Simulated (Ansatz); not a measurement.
Input for Ansatz (development build ahead of 0.2.0):

```yaml
crystal:
  periodic: [false, false, false]
  atoms:
    - { symbol: C, position_ang: [0.0, 0.0, 0.0] }
    - { symbol: Al, position_ang: [0.78071, 1.04095, 2.25372] }
basis:
  gaussian: { orbitals: "6-31G" }
total_charge: 1
hamiltonian:
  xc: hf
correlation:
  method: fci
  frozen_orbitals: { Al: 5, C: 1 }
```

The input is written out in the form of the current development build from the run's settings.

The run gave:

```yaml
Converged: yes
Total_energy: -279.36539 hartree
State: lowest singlet root, of any spatial symmetry
```
